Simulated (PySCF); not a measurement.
PySCF input (HF/def2-TZVPD):

```python
from pyscf import gto, scf, dft

mol = gto.M(
    atom='''
    C    -0.05249934    0.66361634   -0.00082491
    O    -0.03987542   -0.75703536    0.00178984
    H    -1.09784462    0.96908472    0.00748358
    H     0.87401456   -1.05773522   -0.00540936
    H     0.43649641    1.08332517    0.88540014
    H     0.42133308    1.07991017   -0.89684359
    ''',
    basis='def2-tzvpd',
    charge=0,
    spin=0,
    verbose=4,
)

mf = scf.RHF(mol).density_fit(auxbasis='def2-universal-jkfit')
mf.conv_tol = 1e-9
mf.max_cycle = 100
mf.max_memory = 1500
mf.kernel()
if not mf.converged:
    mf = mf.newton()
    mf.kernel(mf.make_rdm1())
mf.analyze()
```

Output:

```
PySCF version 2.14.0

[INPUT] verbose = 4
[INPUT] num. atoms = 6
[INPUT] num. electrons = 18
[INPUT] charge = 0
[INPUT] spin (= nelec alpha-beta = 2S) = 0
[INPUT] symmetry False subgroup None
[INPUT] Mole.unit = angstrom
[INPUT] Symbol           X                Y                Z      unit          X                Y                Z       unit  Magmom
[INPUT]  1 C     -0.052499340000   0.663616340000  -0.000824910000 AA   -0.099209374320   1.254053134386  -0.001558853977 Bohr   0.0
[INPUT]  2 O     -0.039875420000  -0.757035360000   0.001789840000 AA   -0.075353622902  -1.430589497012   0.003382307407 Bohr   0.0
[INPUT]  3 H     -1.097844620000   0.969084720000   0.007483580000 AA   -2.074625659127   1.831304712301   0.014141916631 Bohr   0.0
[INPUT]  4 H      0.874014560000  -1.057735220000  -0.005409360000 AA    1.651648147282  -1.998829878107  -0.010222208909 Bohr   0.0
[INPUT]  5 H      0.436496410000   1.083325170000   0.885400140000 AA    0.824858669256   2.047187875148   1.673163775252 Bohr   0.0
[INPUT]  6 H      0.421333080000   1.079910170000  -0.896843590000 AA    0.796204128419   2.040734460432  -1.694788761672 Bohr   0.0

nuclear repulsion = 40.2734740629419
number of shells = 47
number of NR pGTOs = 151
number of NR cGTOs = 113
basis = def2-tzvpd
ecp = {}

******** <class 'pyscf.df.df_jk.DFRHF'> ********
method = DFRHF
initial guess = minao
damping factor = 0
level_shift factor = 0
DIIS = <class 'pyscf.scf.diis.CDIIS'>
diis_start_cycle = 1
diis_space = 8
diis_damp = 0
SCF conv_tol = 1e-09
SCF conv_tol_grad = None
SCF max_cycles = 100
direct_scf = False
Set gradient conv threshold to 3.16228e-05
Initial guess from minao.
******** <class 'pyscf.df.df.DF'> ********
auxbasis = def2-universal-jkfit
init E= -115.092647394097
  HOMO = -0.3591762023913  LUMO = 0.0453527114930985  gap/eV = 11.00779
cycle= 1 E= -115.045408523206  delta_E= 0.0472  |g|= 0.476  |ddm|= 1.45
  HOMO = -0.402540794228752  LUMO = 0.0628692079987054  gap/eV = 12.66445
cycle= 2 E= -115.080254755872  delta_E= -0.0348  |g|= 0.279  |ddm|= 0.44
  HOMO = -0.457619463059221  LUMO = 0.0663092996013113  gap/eV = 14.25683
cycle= 3 E= -115.093041085855  delta_E= -0.0128  |g|= 0.0399  |ddm|= 0.132
  HOMO = -0.449029334071387  LUMO = 0.0678307798559992  gap/eV = 14.06448
cycle= 4 E= -115.093446047093  delta_E= -0.000405  |g|= 0.00874  |ddm|= 0.0352
  HOMO = -0.451786562180065  LUMO = 0.0676761833283841  gap/eV = 14.13530
cycle= 5 E= -115.093471162022  delta_E= -2.51e-05  |g|= 0.00215  |ddm|= 0.00821
  HOMO = -0.451504332655553  LUMO = 0.0677053764933895  gap/eV = 14.12842
cycle= 6 E= -115.093473010973  delta_E= -1.85e-06  |g|= 0.000631  |ddm|= 0.00344
  HOMO = -0.451670974804728  LUMO = 0.0677106338904601  gap/eV = 14.13309
cycle= 7 E= -115.093473221888  delta_E= -2.11e-07  |g|= 0.000156  |ddm|= 0.0013
  HOMO = -0.451710395493595  LUMO = 0.0677102322864904  gap/eV = 14.13416
cycle= 8 E= -115.093473238229  delta_E= -1.63e-08  |g|= 2.68e-05  |ddm|= 0.000273
  HOMO = -0.451711783561873  LUMO = 0.0677106240631495  gap/eV = 14.13420
cycle= 9 E= -115.093473238699  delta_E= -4.7e-10  |g|= 5.28e-06  |ddm|= 8.74e-05
  HOMO = -0.451711905459145  LUMO = 0.0677105390816664  gap/eV = 14.13420
Extra cycle  E= -115.093473238715  delta_E= -1.63e-11  |g|= 2.18e-06  |ddm|= 1.49e-05
converged SCF energy = -115.093473238715
**** SCF Summaries ****
Total Energy =                        -115.093473238715035
Nuclear Repulsion Energy =              40.273474062941858
One-electron Energy =                 -236.794126865597150
Two-electron Energy =                   81.427179563940257
Two-electron Coulomb Energy =           96.277385464793383
DFT Exchange-Correlation Energy =      -14.850205900853126
HOMO-LUMO gap [eV] =                    14.134204645852071
**** MO energy ****
MO #1   energy= -20.5578931028114  occ= 2
MO #2   energy= -11.2711784545103  occ= 2
MO #3   energy= -1.35625270278085  occ= 2
MO #4   energy= -0.925062326958944 occ= 2
MO #5   energy= -0.690795269898725 occ= 2
MO #6   energy= -0.619639206132099 occ= 2
MO #7   energy= -0.593756184947836 occ= 2
MO #8   energy= -0.503593539192018 occ= 2
MO #9   energy= -0.451711905459145 occ= 2
MO #10  energy= 0.0677105390816664 occ= 0
MO #11  energy= 0.0980154872822172 occ= 0
MO #12  energy= 0.117032864767804  occ= 0
MO #13  energy= 0.117536188014002  occ= 0
MO #14  energy= 0.156659847413412  occ= 0
MO #15  energy= 0.177439704949088  occ= 0
MO #16  energy= 0.181970378322753  occ= 0
MO #17  energy= 0.212774380121418  occ= 0
MO #18  energy= 0.213733638397272  occ= 0
MO #19  energy= 0.250455105901519  occ= 0
MO #20  energy= 0.283776141154306  occ= 0
MO #21  energy= 0.307061861823777  occ= 0
MO #22  energy= 0.31423541035299   occ= 0
MO #23  energy= 0.322879543779091  occ= 0
MO #24  energy= 0.333670052196352  occ= 0
MO #25  energy= 0.344628886592913  occ= 0
MO #26  energy= 0.377589018359253  occ= 0
MO #27  energy= 0.379921224517333  occ= 0
MO #28  energy= 0.400045039452291  occ= 0
MO #29  energy= 0.40327123529596   occ= 0
MO #30  energy= 0.412820336654374  occ= 0
MO #31  energy= 0.436827367741507  occ= 0
MO #32  energy= 0.440731584005778  occ= 0
MO #33  energy= 0.446810698199813  occ= 0
MO #34  energy= 0.457529960333165  occ= 0
MO #35  energy= 0.498146354658881  occ= 0
MO #36  energy= 0.500871800088231  occ= 0
MO #37  energy= 0.560818954203     occ= 0
MO #38  energy= 0.599402450941471  occ= 0
MO #39  energy= 0.617721166348581  occ= 0
MO #40  energy= 0.649159458016427  occ= 0
MO #41  energy= 0.684745866164798  occ= 0
MO #42  energy= 0.700787830013022  occ= 0
MO #43  energy= 0.712065753060885  occ= 0
MO #44  energy= 0.723565306127361  occ= 0
MO #45  energy= 0.816625816573733  occ= 0
MO #46  energy= 0.873708211156258  occ= 0
MO #47  energy= 0.876443776586916  occ= 0
MO #48  energy= 0.888330143541612  occ= 0
MO #49  energy= 0.966943696472526  occ= 0
MO #50  energy= 1.05651343624213   occ= 0
MO #51  energy= 1.06517212010621   occ= 0
MO #52  energy= 1.09275957824405   occ= 0
MO #53  energy= 1.16605750478924   occ= 0
MO #54  energy= 1.20939615838749   occ= 0
MO #55  energy= 1.2502440289415    occ= 0
MO #56  energy= 1.27342098740692   occ= 0
MO #57  energy= 1.30962974162463   occ= 0
MO #58  energy= 1.4013138724728    occ= 0
MO #59  energy= 1.86802784014685   occ= 0
MO #60  energy= 1.870973423296     occ= 0
MO #61  energy= 1.88640531964837   occ= 0
MO #62  energy= 1.94789201868684   occ= 0
MO #63  energy= 1.97329283160111   occ= 0
MO #64  energy= 1.98913811371534   occ= 0
MO #65  energy= 2.01342839622992   occ= 0
MO #66  energy= 2.08641242005723   occ= 0
MO #67  energy= 2.17009677335209   occ= 0
MO #68  energy= 2.31222316866857   occ= 0
MO #69  energy= 2.35549822358627   occ= 0
MO #70  energy= 2.39216180134003   occ= 0
MO #71  energy= 2.47646669399774   occ= 0
MO #72  energy= 2.50880210663218   occ= 0
MO #73  energy= 2.50909232604651   occ= 0
MO #74  energy= 2.7626782271022    occ= 0
MO #75  energy= 2.76839260770398   occ= 0
MO #76  energy= 2.77594905727495   occ= 0
MO #77  energy= 2.781907058753     occ= 0
MO #78  energy= 2.8409448418744    occ= 0
MO #79  energy= 2.93169520579565   occ= 0
MO #80  energy= 2.96599623250918   occ= 0
MO #81  energy= 3.09889276393639   occ= 0
MO #82  energy= 3.14508325719293   occ= 0
MO #83  energy= 3.28410137284656   occ= 0
MO #84  energy= 3.34443233557857   occ= 0
MO #85  energy= 3.45919450659376   occ= 0
MO #86  energy= 3.53066813561333   occ= 0
MO #87  energy= 3.56571214686567   occ= 0
MO #88  energy= 3.65492789024332   occ= 0
MO #89  energy= 3.66245579617262   occ= 0
MO #90  energy= 3.77336554162973   occ= 0
MO #91  energy= 3.82070663825471   occ= 0
MO #92  energy= 3.9432578518063    occ= 0
MO #93  energy= 3.98386894274212   occ= 0
MO #94  energy= 4.02922577039898   occ= 0
MO #95  energy= 4.36974703135978   occ= 0
MO #96  energy= 4.65708409215223   occ= 0
MO #97  energy= 4.67416944375864   occ= 0
MO #98  energy= 4.88243154768116   occ= 0
MO #99  energy= 5.04296940466425   occ= 0
MO #100 energy= 5.72230489174044   occ= 0
MO #101 energy= 5.82539200931616   occ= 0
MO #102 energy= 5.93402824199085   occ= 0
MO #103 energy= 6.23178269527675   occ= 0
MO #104 energy= 6.30092322722734   occ= 0
MO #105 energy= 6.41507835870023   occ= 0
MO #106 energy= 6.84421928204996   occ= 0
MO #107 energy= 7.06286889888064   occ= 0
MO #108 energy= 7.21634816889319   occ= 0
MO #109 energy= 7.25566900171254   occ= 0
MO #110 energy= 7.62125314231608   occ= 0
MO #111 energy= 7.73814636566005   occ= 0
MO #112 energy= 23.5211503263868   occ= 0
MO #113 energy= 45.5193654895425   occ= 0
 ** Mulliken pop on meta-lowdin orthogonal AOs  **
 ** Mulliken pop  **
pop of  0 C 1s            1.99999
pop of  0 C 2s            1.00633
pop of  0 C 3s            0.00330
pop of  0 C 4s            0.00108
pop of  0 C 5s            0.00021
pop of  0 C 6s            0.00012
pop of  0 C 2px           1.12478
pop of  0 C 2py           0.76603
pop of  0 C 2pz           1.10131
pop of  0 C 3px           0.00266
pop of  0 C 3py           0.00367
pop of  0 C 3pz           0.00266
pop of  0 C 4px           0.00043
pop of  0 C 4py           0.00048
pop of  0 C 4pz           0.00038
pop of  0 C 3dxy          0.00256
pop of  0 C 3dyz          0.00506
pop of  0 C 3dz^2         0.00199
pop of  0 C 3dxz          0.00172
pop of  0 C 3dx2-y2       0.00329
pop of  0 C 4dxy          0.00037
pop of  0 C 4dyz          0.00008
pop of  0 C 4dz^2         0.00045
pop of  0 C 4dxz          0.00032
pop of  0 C 4dx2-y2       0.00036
pop of  0 C 5dxy          0.00028
pop of  0 C 5dyz          0.00021
pop of  0 C 5dz^2         0.00025
pop of  0 C 5dxz          0.00006
pop of  0 C 5dx2-y2       0.00041
pop of  0 C 4f-3          0.00074
pop of  0 C 4f-2          0.00002
pop of  0 C 4f-1          0.00073
pop of  0 C 4f+0          0.00004
pop of  0 C 4f+1          0.00095
pop of  0 C 4f+2          0.00006
pop of  0 C 4f+3          0.00021
pop of  1 O 1s            1.99999
pop of  1 O 2s            1.63470
pop of  1 O 3s            0.00405
pop of  1 O 4s            0.00097
pop of  1 O 5s            0.00036
pop of  1 O 6s            0.00032
pop of  1 O 2px           1.55304
pop of  1 O 2py           1.38732
pop of  1 O 2pz           1.95535
pop of  1 O 3px           0.00378
pop of  1 O 3py           0.00338
pop of  1 O 3pz           0.00607
pop of  1 O 4px           0.00160
pop of  1 O 4py           0.00029
pop of  1 O 4pz           0.00149
pop of  1 O 5px           0.00017
pop of  1 O 5py           0.00090
pop of  1 O 5pz           0.00028
pop of  1 O 3dxy          0.00123
pop of  1 O 3dyz          0.00038
pop of  1 O 3dz^2         0.00341
pop of  1 O 3dxz          0.00162
pop of  1 O 3dx2-y2       0.00555
pop of  1 O 4dxy          0.00020
pop of  1 O 4dyz          0.00012
pop of  1 O 4dz^2         0.00039
pop of  1 O 4dxz          0.00036
pop of  1 O 4dx2-y2       0.00014
pop of  1 O 5dxy          0.00020
pop of  1 O 5dyz          0.00028
pop of  1 O 5dz^2         0.00016
pop of  1 O 5dxz          0.00009
pop of  1 O 5dx2-y2       0.00019
pop of  1 O 4f-3          0.00037
pop of  1 O 4f-2          0.00003
pop of  1 O 4f-1          0.00015
pop of  1 O 4f+0          0.00014
pop of  1 O 4f+1          0.00026
pop of  1 O 4f+2          0.00000
pop of  1 O 4f+3          0.00006
pop of  2 H 1s            0.88237
pop of  2 H 2s            0.00519
pop of  2 H 3s            0.00208
pop of  2 H 2px           0.00156
pop of  2 H 2py           0.00060
pop of  2 H 2pz           0.00028
pop of  2 H 3px           0.00031
pop of  2 H 3py           0.00095
pop of  2 H 3pz           0.00073
pop of  3 H 1s            0.64175
pop of  3 H 2s            0.00790
pop of  3 H 3s            0.00512
pop of  3 H 2px           0.00142
pop of  3 H 2py           0.00153
pop of  3 H 2pz           0.00322
pop of  3 H 3px           0.00054
pop of  3 H 3py           0.00082
pop of  3 H 3pz           0.00070
pop of  4 H 1s            0.90914
pop of  4 H 2s            0.00447
pop of  4 H 3s            0.00194
pop of  4 H 2px           0.00053
pop of  4 H 2py           0.00072
pop of  4 H 2pz           0.00137
pop of  4 H 3px           0.00067
pop of  4 H 3py           0.00076
pop of  4 H 3pz           0.00038
pop of  5 H 1s            0.90914
pop of  5 H 2s            0.00447
pop of  5 H 3s            0.00194
pop of  5 H 2px           0.00051
pop of  5 H 2py           0.00071
pop of  5 H 2pz           0.00139
pop of  5 H 3px           0.00068
pop of  5 H 3py           0.00076
pop of  5 H 3pz           0.00037
 ** Mulliken atomic charges  **
charge of    0C =     -0.03360
charge of    1O =     -0.56937
charge of    2H =      0.10594
charge of    3H =      0.33699
charge of    4H =      0.08002
charge of    5H =      0.08002
Dipole moment(X, Y, Z, Debye):  1.43488,  1.07513, -0.01427
```
